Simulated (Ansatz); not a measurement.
We consider bcc Ba, described by PBE0 (PAW; Ansatz, a quantum-chemistry and plane-wave program).

Input file:

Ansatz 0.2 input:
```yaml
crystal:
  lattice:
    - [-2.5125, 2.5125, 2.5125]
    - [2.5125, -2.5125, 2.5125]
    - [2.5125, 2.5125, -2.5125]
  atoms:
    - { symbol: Ba, position: [0.0, 0.0, 0.0] }
basis:
  ecutwfc: 460
  ecutrho_ratio: 4
  xc_grid: 2
kpoints:
  mp_grid: { grid: [10, 10, 10] }
hamiltonian:
  xc: pbe0
  dispersion: none
  pseudopotentials: { kind: paw }
scf:
  occupations: { method: fermi_dirac, width: 0.05 }
  convergence: { dr2_threshold: 0.0000000001 }
output:
  forces: false
  stress: true
  eigenvalues: true
```

Problem. How many irreducible k-points, plane waves at Γ does the program set up, and what pressure does the run end with?

Solution. 47 irreducible k-points, 1433 plane waves at Γ; P = 0.45 GPa, so the cell is compressed on average and its volume would grow at this level.

Excerpt of the program's output:

```
WARN output.stress: scf.exx.energy_threshold = 1e-6 eV is looser than the 1e-8 eV advised for a stress under a hybrid functional (1e-8 eV for each atom of the …
Crystal: 1 atoms, lattice volume = 63.442 Å³
Basis set: ecut = 460 eV, 1433 PW (Γ), exchange–correlation on 64×64×64 points (8 copies of the dense FFT grid, shifted against one another)
Bands: 9, of which v1, the nominal top of the filled ones, is band 5 counted from 1 (4 counted from 0)
Symmetry: 48 space group operations
Space group: Im-3m (ITA 229), of the structure as read, at distance tolerance 4.0e-5 Å
k-points: 47 of 1000
Functional: x = pbe(κ = 0.804, μ = 0.2195149727645171), c = pbe(β = 0.06672455060314922), warm-up for x = 0.75 pbe(κ = 0.804, μ = 0.2195149727645171) + 0.25 exact, c = pbe(β = 0.06672455060314922)
SCF iter   1: F=—  HF=-5949.544606 eV  |F-HF|=—  |Δ(HF+E_count)|=         —  Δρ=1.00e-3  dr2=1.13e-3
SCF iter   2: F=—  HF=-5949.545220 eV  |F-HF|=—  |Δ(HF+E_count)|=   6.15e-4  Δρ=6.44e-4  dr2=5.39e-4
  ...
SCF 1 converged in 9 iterations: F = -5949.545191 eV  dr2 = 8.53e-11
Crystal: 1 atoms, lattice volume = 63.442 Å³
Initial density: handed on by an earlier stage of this run
Functional: x = 0.75 pbe(κ = 0.804, μ = 0.2195149727645171) + 0.25 exact, c = pbe(β = 0.06672455060314922)
SCF 2 converged in 8 iterations: F = -5953.208839 eV  dr2 = 1.49e-11
Crystal: 1 atoms, lattice volume = 63.442 Å³
Crystal: 1 atoms, lattice volume = 63.442 Å³
SCF iter   9: F=—  HF=-5953.215245 eV  |F-HF|=—  |Δ(HF+E_count)|=   1.97e-9  Δρ=6.22e-8  dr2=6.33e-11
SCF iter  10: F=-5953.215245 eV  HF=-5953.215245 eV  |F-HF|=0.00e0  |Δ(HF+E_count)|=  1.43e-10  Δρ=7.03e-9  dr2=2.78e-12
SCF 4 converged in 10 iterations: F = -5953.215245 eV  dr2 = 2.78e-12
Free energy (F): -5953.215243 eV
Internal energy: -5953.211609 eV  (E = F + TS)
E sigma→0 (E₀):  -5953.213426 eV
Fermi energy:    5.887958 eV
--- Stress (GPa, compression-positive) ---
        0.453242       0.000000       0.000000
        0.000000       0.453242      -0.000000
       -0.000000      -0.000000       0.453242
  P = ⅓ Tr σ = 0.4532 GPa (4.532 kbar)
```

The PAW data were made under PBE.

Note: the run warned that the count of filled bands differs between k points. Note: cell and atoms aren't relaxed at this level (pressure 0.5 GPa).
